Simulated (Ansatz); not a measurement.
# SiO: ionisation energy by level of theory

The task here is to estimate one member of a computed series from the others.

The runs use Ansatz 0.2.0, Gaussian basis; unrestricted cation, the program's frozen cores in correlated methods.

Levels to be run: UKS PBE-D4/def2-TZVPP; UKS r2SCAN-D4/def2-TZVPP; UKS PBE0-D4/def2-TZVPP; UKS B3LYP-D4/def2-TZVPP; UKS wB97X-V/def2-TZVPP; UKS wB97M-V/def2-TZVPP; UKS B2PLYP/def2-TZVPP; UHF-CCSD(T)/def2-TZVPP; UHF-CCSD(T)/def2-QZVPP; extrapolation to the limit; then −ε(HOMO) from the neutral's earlier runs with LDA (SPW92), PBE-D4, revPBE-D4, BLYP-D4, r2SCAN-D4, B97M-V, PBE0-D4, B3LYP-D4, r2SCANh-D4, r2SCAN0-D4, HSE06-D4, BHLYP-D4, CAM-B3LYP-D4, LC-ωPBE, ωB97X-V, ωB97M-V.

## The geometry

The geometry comes from an earlier relaxation with PBE0-D4 in a triple-zeta def2 set; it is a stationary point.

2 atoms, charge 0, spin multiplicity 1.

Atoms are counted from 1 here; the program's logs count them from 0.

Bond lengths: O1–Si2 1.509 Å.

Coordinates:

```xyz
2
OSi
O    -0.64072    0.23148   -0.32401
Si    0.64072   -0.23148    0.32401
```

The first run:

File in.yaml:

```yaml
crystal:
  periodic: [false, false, false]
  atoms:
    - {symbol: O, position_ang: [-0.640717, 0.231481, -0.324010]}
    - {symbol: Si, position_ang: [0.640717, -0.231481, 0.324010]}
basis:
  gaussian: {orbitals: def2-TZVPP}
total_charge: 1
magnetization: {spin_polarized: true, initial_magnetization: 1}
hamiltonian: {xc: pbe, dispersion: d4}
```

Among the steps run: Cation, UKS PBE-D4/def2-TZVPP; Cation, UKS r2SCAN-D4/def2-TZVPP; Cation, UKS PBE0-D4/def2-TZVPP; Cation, UKS B3LYP-D4/def2-TZVPP; Cation, UKS wB97X-V/def2-TZVPP; Cation, UKS wB97M-V/def2-TZVPP; Cation, UKS B2PLYP (frozen core)/def2-TZVPP; Cation, UHF-CCSD(T)/def2-TZVPP; Cation, UHF-CCSD(T)/def2-QZVPP.

One of the session's tables, all rows but one given; the rest of the session is left out.

It belongs to the step «Ionisation energies side by side». For comparison, −ε(HOMO) of the neutral from earlier runs:

| functional | −ε(HOMO) (eV) |
| --- | --- |
| LDA (SPW92) | ? |
| PBE-D4 | 7.40 |
| revPBE-D4 | 7.35 |
| BLYP-D4 | 7.28 |
| r2SCAN-D4 | 7.70 |
| B97M-V | 7.76 |
| PBE0-D4 | 8.78 |
| B3LYP-D4 | 8.55 |
| r2SCANh-D4 | 8.21 |
| r2SCAN0-D4 | 8.97 |
| HSE06-D4 | 8.37 |
| BHLYP-D4 | 10.02 |
| CAM-B3LYP-D4 | 10.18 |
| LC-ωPBE | 11.51 |
| ωB97X-V | 11.17 |
| ωB97M-V | 11.01 |

Estimate the missing values for LDA (SPW92).

**Answer.** −ε(HOMO) (eV): 7.54. In the column «−ε(HOMO) (eV)» it lies between PBE-D4 (7.40) and r2SCAN-D4 (7.70).
